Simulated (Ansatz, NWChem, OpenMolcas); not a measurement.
**SiH3Cl (chlorosilane): the vertical energy of the triplet above the singlet from total energies**

SiH3Cl has 5 atoms, charge 0, and is taken as a singlet. SMILES: `[SiH3]Cl`. The coordinates come from a PBE0-D4/def2-TZVP relaxation.

Both states at this one shape; open shells run unrestricted unless said. 1 Eh = 27.2114 eV.

| level | program | singlet SiH3Cl (Eh) | triplet SiH3Cl (Eh) |
| --- | --- | --- | --- |
| r2SCAN/aug-cc-pVDZ | Ansatz | -751.472135 | -751.222315 |
| CCSD(T)/aug-cc-pVDZ, 10 core orbitals frozen | NWChem | -750.524668 | -750.255349 |
| CCSD(T)/aug-cc-pVDZ, open shells restricted, 10 core orbitals frozen | OpenMolcas | -750.524669 | -750.255427 |
| CCSD/aug-cc-pVDZ, 10 core orbitals frozen | NWChem | -750.517457 | -750.244887 |

Q: Work out the vertical gap, second state less first, at each level.

A: 
1. r2SCAN/aug-cc-pVDZ: -751.222315 − (-751.472135) = 0.249820 Eh = 6.80 eV.
2. CCSD(T)/aug-cc-pVDZ: -750.255349 − (-750.524668) = 0.269319 Eh = 7.33 eV.
3. CCSD(T)/aug-cc-pVDZ, open shells restricted: -750.255427 − (-750.524669) = 0.269242 Eh = 7.33 eV.
4. CCSD/aug-cc-pVDZ: -750.244887 − (-750.517457) = 0.272570 Eh = 7.42 eV.

No measured value is set beside it here; the levels span 6.80 to 7.42 eV.
